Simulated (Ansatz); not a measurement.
`N#COCO` + H–F → `OCF` + `N#CO`  (substitution at a C–O bond)

Computed with Ansatz on PBE0-D4/def2-TZVP structures; ΔE is electronic, products minus reactants. CBS: MP2 limit from def2 TZ/QZ plus the TZ coupled-cluster correction, frozen cores. This one scheme is used for every species. Functionals use def2-TZVPP. One conformer a species, not always the lowest.

CCSD(T)/CBS gives +3.7 kJ/mol.

Another level gave -4.4 kJ/mol. Which?
A. r2SCANh/def2-TZVPP
B. CCSD(T)/def2-TZVPP
C. HF/def2-TZVPP
D. MP2/def2-TZVPP

A. r2SCANh -4.4, HF/def2-TZVPP -11.2, MP2/def2-TZVPP 6.5, CCSD(T)/def2-TZVPP 1.4 kJ/mol.

Largest T1 diagnostic among the species: 0.014.

In def2-TZVPP, CCSD(T) changes the Hartree–Fock value by +12.6 kJ/mol (the triples alone add +2.6 kJ/mol) and MP2 by +17.6 kJ/mol. The D4 term adds +4.7 kJ/mol with B3LYP and +2.7 kJ/mol with PBE0; it sums over pairs of atoms, weighted by their polarisabilities, and B3LYP, whose exchange is more repulsive, gets the larger term. At CCSD(T), def2-SVP lies −12.8 kJ/mol from the extrapolated value and def2-TZVPP −2.2 kJ/mol.

B3LYP here is the variant with VWN-RPA as its local correlation; programs differ in this.
